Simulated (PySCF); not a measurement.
# How far each method lies from RCCSDT(Q) for Cl2, singlet

Geometry: MP2(full)/6-31G*, from the G2/97 set.

```xyz
2

Cl    0.0000    0.0000    0.0000
Cl    0.0000    0.0000    2.0151
```

Basis 6-31G; PySCF 2.14.0. Correlated methods freeze the noble-gas cores, which leaves 14 electrons in 16 orbitals. R marks a restricted (for open shells ROHF) determinant.

Full CI isn't at hand for all of this; RCCSDT(Q) serves as the reference, and is uncertain by about the last step of the cluster series.

```
UHF ⟨S²⟩                          : 0.000
T1 diagnostic (RCCSD)             : 0.0072
largest doubles amplitude (RCCSD) : 0.146
```

```csv
level,E − E(RCCSDT(Q)) (kcal/mol),share of correlation (%),wall time
RHF,64.79,0.00,–
RMP2,9.38,85.53,–
RCCSD,1.16,98.20,–
RCCSD(T),0.26,99.60,0.36 s
RCCSDT,0.13,99.80,–
```

The correlation energy at RCCSDT(Q), counted from RHF, is -2.810 eV. That run took 2.8 s on 1 thread of Intel Xeon, shared host.

Times are those of the correlated step on a shared host, with one SCF added for the restricted CCSD run; they ran on 1 thread of Intel Xeon.

Atomization energy (electronic, same basis, no zero-point term; atoms at the same level, unrestricted beside the R rows where the molecule is a closed shell; the atoms' step beyond CCSDT comes from their full CI) at RCCSDT(Q): 54.8 kJ/mol. Errors of other levels:

```json
{"level": "RHF", "error (kJ/mol)": "-108.7"}
{"level": "RMP2", "error (kJ/mol)": "-9.6"}
{"level": "RCCSD", "error (kJ/mol)": "-3.2"}
{"level": "RCCSD(T)", "error (kJ/mol)": "-0.9"}
{"level": "RCCSDT", "error (kJ/mol)": "-0.7"}
```

This basis is far from its limit, so the value isn't to be set against a measured one.
